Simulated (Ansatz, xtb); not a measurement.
Two isomers of C3H5F2

Structure X: `[CH2]C(C)(F)F`, a doublet. Structure Y: `CC[C](F)F`, a doublet. Both are isolated molecules in the gas phase, relaxed with B3LYP-D3(BJ)/def2-SVP; the shapes shown needn't be the lowest conformers.

X (Å):

```xyz
10

C    -0.3561    0.3243    0.9418
C    -0.0410    0.4713   -0.5064
C     0.6210    1.7832   -0.8921
F    -1.1991    0.3440   -1.2351
F     0.7844   -0.5565   -0.8950
H    -1.3013    0.7099    1.3261
H     0.4103   -0.0513    1.6210
H     0.8072    1.7788   -1.9768
H     1.5765    1.8971   -0.3614
H    -0.0355    2.6281   -0.6411
```

Y (Å):

```xyz
10

C    -2.1818    1.5203    1.1364
C    -1.9689    2.1202   -0.2640
C    -0.5277    2.1656   -0.6581
F     0.2404    2.9668    0.0882
F     0.0633    0.9731   -0.7896
H    -1.6529    2.1131    1.8978
H    -3.2514    1.5030    1.3940
H    -1.7994    0.4893    1.1798
H    -2.5073    1.5320   -1.0238
H    -2.3627    3.1478   -0.3099
```

Energies in hartree; the thermal terms are from B3LYP-D3(BJ)/def2-SVP harmonic frequencies (ideal gas, rigid rotor, one conformer each, 298.15 K, 1 atm) and include the zero-point energy:

```
                              X           Y
E, CCSD(T)/def2-SVP  −315.927882  −315.927312
    E, MP2/def2-SVP  −315.865894  −315.866123
  E, MP2/def2-TZVPP  −316.464889  −316.462924
  zero-point energy     0.072470     0.075857
       H(298 K) − E     0.079486     0.082411
       G(298 K) − E     0.042709     0.046169
```

Task: Correct the CCSD(T) difference for the basis set by the MP2 change, then work out ΔE, ΔE₀, ΔH and ΔG for X → Y in kcal/mol (1 Eh = 627.51 kcal/mol) and the equilibrium ratio [Y]/[X].

Result: 1. Differences Y − X: CCSD(T) +0.000570, MP2 in the small set −0.000229, MP2 in the large set +0.001965 Eh.
2. ΔE = +0.000570 + (+0.001965 − (−0.000229)) = +0.002764 Eh = +1.73 kcal/mol.
3. ΔE₀ = ΔE + ΔZPE = +0.002764 + (+0.003387) Eh = +3.86 kcal/mol.
4. ΔH = ΔE + (+0.002925) Eh = +3.57 kcal/mol.
5. ΔG = ΔE + (+0.003460) Eh = +3.91 kcal/mol, so ΔS = (ΔH − ΔG)/T = −4.7 J/(mol K).
6. kT = 0.9442 mEh, so K = [Y]/[X] = exp(−ΔG/kT) = exp(−6.59) ≈ 0.0014.

The sums favour X, but ΔE leans on the basis-set step (CCSD(T) alone has the other sign or is under 1 kcal/mol), so the order isn't settled. An error of 1 kcal/mol in ΔG would change K by a factor of 5.4. GFN2-xTB, HF/STO-3G, B3LYP-D3(BJ)/def2-SVP gave ΔE the other sign. Mirror images and further conformers aren't counted.

As drawn, both hold the same kinds of bond in the same numbers.

Other levels gave ΔE = −5.2 (GFN2-xTB); −12.3 (HF/STO-3G, GFN2-xTB geometries); +0.7 (r2SCAN-D4/def2-SVP, GFN2-xTB geometries); −0.8 (B3LYP-D3(BJ)/def2-SVP); +2.8 (HF/def2-SVP); −0.1 (MP2/def2-SVP); +0.4 (CCSD(T)/def2-SVP) kcal/mol. Open shells are spin-unrestricted. The correlated steps freeze 5 core orbitals. Programs: Ansatz 0.2.0, xtb 6.7.1.
